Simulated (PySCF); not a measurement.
# Li: ionisation energy

Li [He] 2s1 (2S) → Li⁺ 1s2 (1S), as a difference of total energies. Calculation: PySCF 2.14, in aug-cc-pVTZ with one added diffuse shell each of s, p, d, f type (6s5p4d3f, 62 functions); no relativity, point nucleus. The calculations carry no spin-orbit coupling.

Order these methods by the ionisation energy they give, lowest first.
A. r2SCAN
B. LDA
C. B97-3
D. BLYP

C (5.357 eV), A (5.384 eV), B (5.468 eV), D (5.524 eV).

For comparison: 5.392 eV (measured; NIST Atomic Spectra Database, ionization energies).
